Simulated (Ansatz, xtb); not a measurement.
# A geometry optimisation of H6PSi2+ with r2SCAN-D4/def2-SVP

The starting geometry of this gas-phase singlet has its atoms placed at random.

| atom | x (Å) | y (Å) | z (Å) |
| --- | --- | --- | --- |
| P | -0.8583 | 1.6545 | -1.2443 |
| Si | -0.1055 | -1.0770 | -0.5482 |
| Si | -0.9009 | 0.2899 | 1.2643 |
| H | -0.3836 | -0.3050 | -1.9455 |
| H | 1.1638 | -0.4994 | 0.6773 |
| H | -1.9762 | -0.7408 | -0.6762 |
| H | 1.4103 | 0.0261 | -0.2108 |
| H | 0.8784 | -2.1351 | 0.2026 |
| H | -0.0052 | -1.4544 | -1.8138 |

Question: Guess where an optimisation with r2SCAN-D4/def2-SVP ends from this start.

Answer: It ends as a structure with H6 bridging Si2 and Si3, given below by its coordinates. Distances that change by over a tenth: Si2–H9 (1.32 → 1.48 Å), H5–H7 (1.06 → 0.79 Å). Contacts that open: Si2–H4 (1.62 → 2.75 Å). Contacts that close: P1–Si2 (2.92 → 2.22 Å), P1–Si3 (2.86 → 2.32 Å), P1–H4 (2.13 → 1.43 Å), Si2–H6 (1.91 → 1.70 Å), Si3–H6 (2.45 → 1.72 Å).

The energy falls by 9.18 eV over 64 steps:

```tsv
step	E − E(last) (eV)
1	9.175
8	1.078
15	0.305
22	0.286
29	0.284
36	0.284
43	0.279
50	0.262
57	0.029
64	0.000
```

Final geometry (Å):

| atom | x (Å) | y (Å) | z (Å) |
| --- | --- | --- | --- |
| P | 0.0165 | 0.7628 | -1.6380 |
| Si | -0.2762 | -1.3988 | -1.2089 |
| Si | -0.5979 | 0.5160 | 0.5851 |
| H | -1.3673 | 1.0361 | -1.8915 |
| H | 1.1365 | 0.1731 | 1.4129 |
| H | -0.5850 | -1.1953 | 0.4455 |
| H | 1.4488 | 0.1192 | 0.6882 |
| H | 0.9869 | -2.1662 | -1.1326 |
| H | -1.5394 | -2.0882 | -1.5552 |

From the same start GFN2-xTB ends elsewhere, in pieces: H4PSi2 + H2.

From so rough a start the end depends on the optimiser's path, so another program may land elsewhere. The end wasn't checked by frequencies. Run with Ansatz 0.2.0, 5 min on 1 thread of Intel(R) Xeon(R) Processor @ 2.50GHz (Skylake/Cascade Lake), on a shared host.
